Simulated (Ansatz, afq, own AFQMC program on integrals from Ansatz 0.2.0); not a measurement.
# Where AFQMC and coupled cluster stand for SiH2O⁺, doublet

```yaml
atoms:
  - { symbol: Si, position_ang: [0.0000, 0.0000, 0.5550] }
  - { symbol: O, position_ang: [0.0000, 0.0000, -1.1214] }
  - { symbol: H, position_ang: [0.0000, 1.3319, 1.1682] }
  - { symbol: H, position_ang: [0.0000, -1.3319, 1.1682] }
```

Connectivity, by distances: SiH2–O.

Basis cc-pVDZ. Noble-gas cores (and the filled d shells of Ga–Kr and In–Xe) are frozen. Integrals, coupled cluster, full CI and functionals: Ansatz 0.2.0; the random walks run on the same integrals in our own AFQMC program. ph-AFQMC/CISD is guided by a CISD state made of CCSD amplitudes; releasing the constraint for a short imaginary time cuts its bias at the price of noise, slowly where states lie close. Error bars are statistical, one sigma.

Determinant: UHF, the one that the program's search chose, which needn't be the lowest solution. The geometry is a PBE0/def2-TZVP stationary point of this or a neighbouring charge and spin state.

No full CI on the walks' own integrals is used here; CCSDT(Q) serves as the reference and is uncertain by about the last step of the cluster series.

```
T1 diagnostic                               : 0.0268
weight of the determinant in the CISD state : 0.891
⟨S²⟩ of the determinant                     : 0.762
size of the correlated space                : 11 electrons in 36 orbitals
```

Reference: CCSDT(Q), correlation energy -7.065 eV. The released energy is read at 2.40 1/Eh (meV from the phaseless value at times in 1/Eh: 2 ± 12 at 0.24, 16 ± 13 at 0.51, 23 ± 14 at 0.99, -2 ± 21 at 1.62, 8 ± 18 at 2.40).

```tsv
level	E − E(reference) (kJ/mol)	share of correlation (%)
HF	681.7	0.00
MP2	100.7	85.23
CCSD	21.3	96.88
CCSD(T)	4.9	99.28
CCSDT	1.7	99.75
ph-AFQMC/HF	6.3 ± 6.9	99.08
ph-AFQMC/CISD	-0.4 ± 1.4	100.07
released AFQMC	0.4 ± 1.8	99.95
```

A walk keeps the symmetry of its determinant, which the program's search chose and which needn't be the lowest solution, so a lower state of the same spin and another symmetry isn't excluded. Released energies are given only where the last usable release times agree within the noise; a slower fall can still hide under it.
